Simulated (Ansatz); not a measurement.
One change: `FCOCF` becomes `FCCOCF`.

Ansatz, PBE0-D4/def2-TZVP geometries, multiplicity 1. Each molecule was computed in one conformer, which needn't be the lowest.

```
                                                                                  property  `FCOCF`
                                          size of the dipole moment (B3LYP/def2-TZVPP) / D     0.11
                                            zero-point energy (PBE0-D4/def2-TZVP) / kJ/mol    175.5
ideal-gas entropy at 298 K and 1 bar (rigid rotor, harmonic PBE0-D4/def2-TZVP) / J/(mol·K)      305
                                                        HOMO energy (PBE0/def2-TZVPP) / eV    -9.44
                                                     LUMO energy (ωB97M-V/def2-TZVPP) / eV     3.08
                                                      HOMO–LUMO gap (PBE0/def2-TZVPP) / eV    10.94
```

(1) What does the change do to each property? (An estimate is asked.)

Results:

(1) The calculation gave: 
| property | `FCCOCF` | shift |
| --- | --- | --- |
| size of the dipole moment (B3LYP/def2-TZVPP) / D | 1.09 | 0.98 |
| zero-point energy (PBE0-D4/def2-TZVP) / kJ/mol | 249.2 | 73.7 |
| ideal-gas entropy at 298 K and 1 bar (rigid rotor, harmonic PBE0-D4/def2-TZVP) / J/(mol·K) | 344 | 39 |
| HOMO energy (PBE0/def2-TZVPP) / eV | -8.64 | 0.80 |
| LUMO energy (ωB97M-V/def2-TZVPP) / eV | 2.88 | -0.20 |
| HOMO–LUMO gap (PBE0/def2-TZVPP) / eV | 10.07 | -0.87 |

With PBE0 the HOMO rises by 0.80 eV and the LUMO falls by 0.06 eV, so the gap narrows by about 0.86 eV. PBE moves the HOMO by 0.71 eV and ωB97M-V by 0.79 eV. The zero-point energy changes by 73.7 kJ/mol with +9 modes. Dipoles are sizes alone; their direction can turn. Modes under 60 cm⁻¹, often nearly free rotors, make the harmonic entropy too high.

B3LYP here is the variant with VWN-RPA as its local correlation; programs differ in this.
